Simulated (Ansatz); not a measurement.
# BOF (singlet): geometry optimisation

Where does this start of BOF (singlet) end when it is relaxed?

Method: RKS PBE0/def2-SVP; program: Ansatz 0.2.0, Gaussian basis.

### 1 The starting structure

3 atoms, charge 0, spin multiplicity 1.

Atoms are counted from 1 here; the program's logs count them from 0.

Bond lengths: O1–B2 1.188 Å, B2–F3 1.282 Å. Angles: O1–B2–F3 179.9°.

Coordinates:

```mol
BFO
  3D, bonds by distance, orders not assigned

  3  2  0  0  0  0  0  0  0  0999 V2000
    0.9733   -0.5591    0.4752 O   0  0
    0.0248   -0.0150    0.0120 B   0  0
   -0.9981    0.5741   -0.4872 F   0  0
  1  2  8  0
  2  3  8  0
M  END
```

The start is a generated structure. Sticks and bond lists go by distance. 

### 2 The run

in.yaml reads:

```yaml
crystal:
  periodic: [false, false, false]
  atoms:
    - {symbol: O, position_ang: [0.973330, -0.559120, 0.475190]}
    - {symbol: B, position_ang: [0.024790, -0.014970, 0.012020]}
    - {symbol: F, position_ang: [-0.998120, 0.574100, -0.487210]}
basis:
  gaussian: {orbitals: def2-SVP}
hamiltonian: {xc: pbe0}
relax: {f_tol: 0.01, max_steps: 150}
```

The run is started by

```sh
ansatz run in.yaml --threads 1 --pin off --events-out ev --progress --plain --max-ram 16896MiB --backend cuda --devices 0, --max-vram 18GiB
```

What does the calculation give? Wanted: energy gained; shift from the start; total energy; dipole moment.

**Answer**, as computed:

| quantity | value |
| --- | --- |
| steps | 3 |
| energy gained | 0.015 eV |
| shift from the start (rms) | 0.009 Å |
| total energy | -5432.4349 eV |
| dipole moment | 1.97 D |

In words: The bonds of the start are those of the end. O1–B2 went from 1.188 to 1.205 Å. No vibrations were run, so this is a stationary point, not a proven minimum, and this spin need not be the ground state's.
